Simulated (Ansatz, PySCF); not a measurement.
System (SMILES): COC=O.
Geometry (B3LYP-D3(BJ)/def2-TZVP, fixed):
```xyz
8

C     -0.9314    -0.0909     0.0015
O     -0.7248    -1.2718    -0.0191
O      0.0010     0.8677     0.0146
H     -1.9259     0.3745     0.0125
C      1.3667     0.4114     0.0025
H      1.9749     1.3108     0.0157
H      1.5676    -0.2028     0.8792
H      1.5619    -0.1729    -0.8956
```
Charge 0, spin multiplicity 1.

Near-linear dependence at PBE0/aug-cc-pVDZ with PySCF (spherical functions, density fitting): canonical orthogonalisation drops combinations whose overlap eigenvalue lies under the threshold. The set has 128 functions.

| threshold | orbitals kept | energy minus last row (mEh) | SCF cycles |
|---|---|---|---|
| 1e-3 | 123 | 1.006 | 10 |
| 1e-4 | 128 | 0.000 | 10 |
| 1e-5 | 128 | 0.000 | 10 |
| 1e-6 | 128 | 0.000 | 10 |
| 1e-7 | 128 | 0.000 | 10 |
| 1e-9 | 128 | 0.000 | 10 |

The smallest overlap eigenvalue is 3.4e-04. Ansatz (an electronic-structure program) at its default drops 0 functions.
